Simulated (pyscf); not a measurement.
PySCF, gas phase, ωB97X-D3(BJ)/def2-SVP geometries.

Task: H₂N–SiH(NH₂)–NH₂ (SMILES N[SiH](N)N) + HF (SMILES F) -> NH₃ (SMILES N) + H₂N–SiH(NH₂)–F (SMILES N[SiH](N)F)
Surface: singlet. Broken: N–Si, F–H. Formed: H–N, F–Si. Give ΔE‡ and ΔE from ωB97M-D3(BJ)/def2-TZVP, relative to the separated reactants.

Result: ΔE‡ = 6.8 kJ/mol, ΔE = -100.2 kJ/mol. Zero-point energy shifts the barrier by +6.0 kJ/mol. It is a four-centre exchange, with an imaginary mode of 581i cm⁻¹. On the reactant side the descent ends in a bound adduct, 56.6 kJ/mol under the separated species and 63.5 kJ/mol under the saddle at ωB97X-D3(BJ)/def2-TZVP. One saddle was located; it need not be the lowest between these sides.
